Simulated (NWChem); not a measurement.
# One shape, several levels: triplet H2O

Wanted: a comparison of 6 runs (U-revPBE/aug-cc-pVTZ, UPBE0/aug-cc-pVTZ, UB3LYP/aug-cc-pVTZ, UBHLYP/aug-cc-pVTZ, UBLYP/aug-cc-pVTZ, UTPSS/aug-cc-pVTZ) of triplet H2O. 

The results are computed with NWChem 7.3.0.

2 further runs of the same task are left out: 2 set aside as unsound or not needed.

### Step 1. The molecule

The species is H2O (3 atoms), meant as a triplet with charge 0. SMILES of the parent species: `O`. The coordinates come from a PBE0-D4/def2-TZVP relaxation. That shape belongs to the parent species and isn't relaxed for this state.

Bond lengths: O1–H2 0.960 Å, O1–H3 0.960 Å. Angles: H2–O1–H3 105.1°.

### Step 2. A single-point energy at U-revPBE/aug-cc-pVTZ (run 1)

Contents of run.py:

```python
from ase import Atoms
from ase.calculators.nwchem import NWChem

system = Atoms(['O', 'H', 'H'], positions=[
    [-0.302700, 0.200200, -0.140600],
    [0.466500, 0.548400, 0.315300],
    [-0.163800, -0.748600, -0.174700],
])

calc = NWChem(
    label='geom',
    theory='dft',
    memory='2200 mb',
    basis='aug-cc-pVTZ',
    basispar='spherical bse',
    dft={'xc': 'revpbe cpbe96', 'mult': '3', 'grid': 'fine', 'convergence': 'energy 1e-08', 'iterations': '100', 'mulliken': None, 'print': 'low'},
    task='energy',
)
system.calc = calc

print(f"energy = {system.get_potential_energy():.6f} eV")
```

Started as:

```sh
export ASE_NWCHEM_COMMAND="nwchem PREFIX.nwi > PREFIX.nwo"
python run.py
```

Standard output:

```text
energy = -2073.006655 eV
```

The calculator wrote geom.nwi:

```
title "geom"

permanent_dir geom

scratch_dir geom

start geom

geometry units angstrom nocenter noautosym noautoz
  O  -3.0270000000000002e-01 2.0019999999999999e-01 -1.4060000000000000e-01
  H  4.6650000000000003e-01 5.4840000000000000e-01 3.1530000000000002e-01
  H  -1.6380000000000000e-01 -7.4860000000000004e-01 -1.7469999999999999e-01
end

memory 2200 mb

basis spherical bse noprint
   * library aug-cc-pVTZ
end

dft
  xc revpbe cpbe96
  mult 3
  grid fine
  convergence energy 1e-08
  iterations 100
  mulliken
  print low
end

task dft energy
```

geom.nwo:

```text
Northwest Computational Chemistry Package (NWChem) 7.3.0
             --------------------------------------------------------

           Job information
           ---------------

    nwchem branch   = 7.3.0
    use scalapack   = T
    input           = geom.nwi
    prefix          = geom.
    data base       = geom/geom.db
    status          = startup
    nproc           =        1

           Memory information
           ------------------

[... 5 lines left out ...]
    hardfail = no
[... 35 lines left out ...]
            Nuclear Dipole moment (a.u.)
[... 84 lines left out ...]
         Total DFT energy =      -76.181590058553
[... 1 line left out ...]
           Coulomb energy =       44.687707881238
[... 1 line left out ...]
 Nuclear repulsion energy =        9.171301418770
[... 39 lines left out ...]
    Atom       Charge   Shell Charges
 -----------   ------   -------------------------------------------------------
    1 O    8     1.00   0.00  0.02  0.03 -0.00  0.11  0.33  0.36  0.10  0.03  0.00  0.00  0.01  0.00  0.00
    2 H    1     0.50  -0.00  0.01  0.10  0.19  0.01  0.08  0.03  0.02  0.04
    3 H    1     0.50  -0.00  0.01  0.10  0.19  0.01  0.08  0.03  0.02  0.04

     --------------------------
     Expectation value of S2:
     --------------------------
      <S2> =      2.0017 (Exact =     2.0000)

 Task  times  cpu:       12.3s     wall:       12.3s
 Total times  cpu:       12.3s     wall:       12.3s
```

Wall time 14 s (1 thread of Intel Xeon Platinum 8259CL at 2.50GHz (Skylake/Cascade Lake), shared host); peak memory 0.11 GiB.

### Step 3. The energy at UPBE0/aug-cc-pVTZ (run 2)

Contents of nw.nw:

```
start nw
title "H2O PBE0"
memory stack 880 mb heap 220 mb global 1100 mb

geometry units angstrom noautosym nocenter noautoz
O     -0.302700     0.200200    -0.140600
H      0.466500     0.548400     0.315300
H     -0.163800    -0.748600    -0.174700
end

basis "ao basis" spherical bse
* library aug-cc-pVTZ
end

dft
xc pbe0
mult 3
grid fine
convergence energy 1e-08
iterations 100
mulliken
print low
end

task dft energy
```

Started as:

```sh
nwchem nw.nw > nw.out
```

Standard output:

```text
[...]
 d= 0,ls=0.0,diis     1    -76.0525372472 -8.52D+01  4.62D-02  1.62D-01     1.8
[...]
 d= 0,ls=0.0,diis     8    -76.1226699980 -4.20D-09  8.44D-07  7.10D-10    12.1
[...]
         Total DFT energy =      -76.122669997977
      One electron energy =     -120.900343494500
           Coulomb energy =       44.699692691360
    Exchange-Corr. energy =       -9.093320613607
 Nuclear repulsion energy =        9.171301418770
[...]
      Total Density - Mulliken Population Analysis
     ---------------------------------------------
    Atom       Charge   Shell Charges
 -----------   ------   -------------------------------------------------------
    1 O    8     7.95   1.95  0.27  1.05  0.56  0.24  1.25  1.92  0.66  0.04  0.00  0.01 -0.00  0.00 -0.00
    2 H    1     1.02   0.24  0.37  0.10  0.19  0.02  0.06  0.03  0.01  0.01
    3 H    1     1.02   0.24  0.37  0.10  0.19  0.02  0.06  0.03  0.01  0.01
[...]
      <S2> =      2.0023 (Exact =     2.0000)
[...]
```

Wall time 13 s (1 thread of Intel Xeon Platinum 8259CL at 2.50GHz (Skylake/Cascade Lake), shared host); peak memory 0.11 GiB.

Runs 3 to 5 aren't shown in full; the table further down has their settings and results.

### Step 4. The energy at UTPSS/aug-cc-pVTZ (run 6)

Contents of run.nw:

```
start run
title "H2O TPSS"
memory 2200 mb
charge 0

geometry units bohr noautosym nocenter noautoz
  O   -0.57202010   0.37832317  -0.26569549
  H    0.88155724   1.03632581   0.59583065
  H   -0.30953714  -1.41464898  -0.33013515
end

basis spherical bse
  O library aug-cc-pVTZ
  H library aug-cc-pVTZ
end

dft
  xc xtpss03 ctpss03
  mult 3
  grid fine
  convergence energy 1e-08
  maxiter 100
  mulliken
  noprint "final vectors analysis"
end

task dft energy
```

Started as:

```sh
nwchem run.nw > run.out
```

Standard output:

```text
[...]
          Wavefunction type:  spin polarized.
          No. of atoms     :     3
          No. of electrons :    10
[...]
          Charge           :     0
          Spin multiplicity:     3
[...]
          AO basis - number of functions:    92
[...]
              XC Information
              --------------
                  TPSS metaGGA Exchange Functional  1.000
             TPSS03 metaGGA Correlation Functional  1.000
[...]
 d= 0,ls=0.0,diis     1    -76.1350900332 -8.53D+01  4.73D-02  1.76D-01     2.1
[...]
 d= 0,ls=0.0,diis     8    -76.2077307061 -6.40D-09  5.41D-07  2.58D-09    14.7
[...]
         Total DFT energy =      -76.207730706149
      One electron energy =     -120.928641594560
           Coulomb energy =       44.736706101451
    Exchange-Corr. energy =       -9.187095950875
 Nuclear repulsion energy =        9.171300737834
[...]
      Total Density - Mulliken Population Analysis
     ---------------------------------------------
    Atom       Charge   Shell Charges
 -----------   ------   -------------------------------------------------------
    1 O    8     7.84   1.95  0.27  1.06  0.57  0.18  1.26  1.90  0.61  0.02  0.00  0.01 -0.00  0.00 -0.00
    2 H    1     1.08   0.25  0.39  0.15  0.18  0.02  0.06  0.03  0.01  0.01
    3 H    1     1.08   0.25  0.39  0.15  0.18  0.02  0.06  0.03  0.01  0.01
[...]
      <S2> =      2.0021 (Exact =     2.0000)
[...]
```

Run time: 15 s. Hardware: 1 thread of Intel Xeon Platinum 8259CL at 2.50GHz (Skylake/Cascade Lake), shared host; peak memory 0.11 GiB.

### Step 5. All runs side by side

```
run                 level  energy (Eh)   ⟨S²⟩  wall time
  1  U-revPBE/aug-cc-pVTZ   -76.181590  2.002       14 s
  2     UPBE0/aug-cc-pVTZ   -76.122670  2.002       13 s
  3    UB3LYP/aug-cc-pVTZ   -76.206522  2.002       13 s
  4    UBHLYP/aug-cc-pVTZ   -76.168209  2.003       13 s
  5     UBLYP/aug-cc-pVTZ   -76.189182  2.002       14 s
  6     UTPSS/aug-cc-pVTZ   -76.207731  2.002       15 s
```

### Step 6. What came out

```
            quantity         value
 run 6: total energy  -76.20773 Eh
run 6: dipole moment        1.31 D
         run 6: ⟨S²⟩         2.002
```

**Reading.** Over runs 3, 4, 5, 6 the dipole moment (its size) runs from 1.03 D (UBLYP/aug-cc-pVTZ) to 1.31 D (UTPSS/aug-cc-pVTZ). Totals of different functionals can't be ranked against each other. All runs together took 81 s, the longest 15 s.
